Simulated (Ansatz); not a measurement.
Process, species as SMILES: [PH2] (PH2) → 2 H atom + P atom
B3LYP-D3(BJ)/def2-TZVP geometries, fixed; electronic energies without zero-point terms.

The atomisation energy at MP2 with Ansatz (an electronic-structure program), in kcal/mol, split into its Hartree-Fock and correlation parts. Cores are frozen. Open shells are unrestricted. No added dispersion term, no relativity. Functions are those of the species that has most.

| basis | X | functions | Hartree-Fock | MP2 |
|---|---|---|---|---|
| cc-pV(D+d)Z | 2 | 33 | 105.56 | 132.77 |
| cc-pV(T+d)Z | 3 | 67 | 108.43 | 142.17 |
| cc-pV(Q+d)Z | 4 | 124 | 108.92 | 145.46 |
| cc-pV(5+d)Z | 5 | 210 | 109.00 | 146.56 |

Worked estimate of the basis-set limit from each neighbouring pair, with Hartree-Fock from the larger set and the correlation part extrapolated as X^-3.
Correlation parts: X = 2: 27.21, X = 3: 33.74, X = 4: 36.54, X = 5: 37.56.
- (2,3): (27·(33.74) - 8·(27.21))/19 = 36.49; with Hartree-Fock 108.43 the estimate is 144.92 kcal/mol.
- (3,4): (64·(36.54) - 27·(33.74))/37 = 38.58; with Hartree-Fock 108.92 the estimate is 147.50 kcal/mol.
- (4,5): (125·(37.56) - 64·(36.54))/61 = 38.63; with Hartree-Fock 109.00 the estimate is 147.63 kcal/mol.
The last two estimates differ by 0.13 kcal/mol; the largest set lies 1.07 from the last. Over the last step Hartree-Fock moves by 0.08 and the correlation part by 1.02.
